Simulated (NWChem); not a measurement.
System: formic acid (CH₂O₂); SMILES O=CO

Input file for NWChem:

```
start job
memory heap 200 mb stack 900 mb global 1100 mb
geometry units angstroms noautoz
  O      0.122821    -1.118103     0.000000
  C     -0.394426     0.109152     0.000000
  O      0.239369     1.123227     0.000000
  H      1.089211    -1.019357     0.000000
  H     -1.503117     0.048280     0.000000
end
basis spherical
  O library 6-31+g*
  C library 6-31+g*
  H library 6-31+g*
end
dft
  xc xcamb88 1.00 lyp 0.81 vwn_5 0.19 hfexch 1.00
  cam 0.33 cam_alpha 0.19 cam_beta 0.46
  iterations 150
end
tddft
  cis
  nroots 6
  notriplet
end
task tddft energy
```

Coordinates come from a PBE0/def2-SVP optimisation.

Vertical excitations in the gas phase.

Q: What results follow from this input? (CAM-B3LYP/6-31+G* (spherical d), TDA.) Quantities: basis functions; lowest excitation, singlet (eV); oscillator strength of that lowest state; lowest state with f > 0.02, singlet (eV); oscillator strength of that bright state; orbital gap (eV).

A: The number of basis functions comes out as 58 and the lowest excitation, singlet (eV) comes out as 5.99. The oscillator strength of that lowest state is 0.002 and the lowest state with f > 0.02, singlet (eV) is 7.82. The oscillator strength of that bright state is 0.040 and the orbital gap (eV) is 11.04.
